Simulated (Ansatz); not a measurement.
BH2SO (SMILES O[B]S): methods side by side

BH2SO has 5 atoms, charge 0, and is taken as a doublet. SMILES: `O[B]S`. The coordinates come from a PBE0-D4/def2-TZVP relaxation. This is a higher conformer, about 7 kJ/mol above the lowest found by a separate search.

```csv
atom,x (Å),y (Å),z (Å)
O,-1.2947,-0.0547,-0.4356
B,-0.4543,0.8256,0.1097
S,1.2538,0.6942,0.6111
H,-0.9471,-0.9400,-0.6047
H,1.4921,-0.5986,0.2782
```

Each level gives the energy change with the B2–S3 bond stretched from 1.785 to 3.570 Å (eV). The values are calculated.

```
           level                    kind  program  value (eV)  less FCI/STO-3G  CPU time (all runs)
      UHF/STO-3G            Hartree–Fock   Ansatz        3.27            +0.07                0.6 s
 U-revPBE/STO-3G                     GGA   Ansatz        4.00            +0.80                5.5 s
 U-r2SCAN/STO-3G                meta-GGA   Ansatz        4.25            +1.05                 17 s
    UPBE0/STO-3G           global hybrid   Ansatz        4.16            +0.96                5.8 s
U-wB97M-V/STO-3G  range-separated hybrid   Ansatz        3.76            +0.56                 77 s
  U-wB97X/STO-3G  range-separated hybrid   Ansatz        3.85            +0.65                 37 s
  RPA@PBE/STO-3G                     RPA   Ansatz        2.81            -0.39                8.1 s
     UMP2/STO-3G     perturbation theory   Ansatz        3.47            +0.27               0.68 s
    UCCSD/STO-3G   coupled cluster or CI   Ansatz        3.22            +0.02                  1 s
      FCI/STO-3G      exact in the basis   Ansatz        3.20             0.00              3.5 min
```

FCI/STO-3G is exact within its basis and frozen core, so for wave-function methods in that basis the difference is their error; functionals converge differently with the basis, so for them it is only a difference. The first shape isn't each level's own minimum. The values span 2.81 to 4.25 eV. Spin contamination of the reference (⟨S²⟩ at least 0.1 too high) touches UHF/STO-3G, UMP2/STO-3G, UCCSD/STO-3G. All rows use very small basis sets, so even the best lies far from the true value. Times are those of the runs behind each value, whatever else they computed, on shared processors of several kinds: orders of magnitude only.
